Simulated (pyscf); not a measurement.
PySCF, gas phase, ωB97X-D3(BJ)/def2-SVP geometries.

Problem. H₂N–Nb(OH)(OH)(OH)–OH (SMILES [NH2][Nb]([OH])([OH])([OH])[OH]) → O=Nb(OH)(OH)–OH (SMILES [O]=[Nb]([OH])([OH])[OH]) + NH₃ (SMILES N)
Surface: singlet. Broken: H–O, N–Nb. Formed: H–N. Give ΔE‡ and ΔE from ωB97M-D3(BJ)/def2-TZVP, relative to the reactant's lowest minimum found.

Solution. ΔE‡ = 0.87 eV, ΔE = -0.17 eV. Zero-point energy shifts the barrier by -0.10 eV. It is an elimination, with an imaginary mode of 953i cm⁻¹. On the product side the descent ends in an adduct with a N–Nb contact (not fully relaxed), 0.71 eV under the separated species and 1.68 eV under the saddle at ωB97X-D3(BJ)/def2-TZVP. What is counted as broken (N–Nb) persists as a longer contact in the product adduct; parting that adduct is a step of its own. This is the saddle that the search found; another between the same sides may lie lower. Elements past Kr carry the def2 core potentials, without spin-orbit coupling.
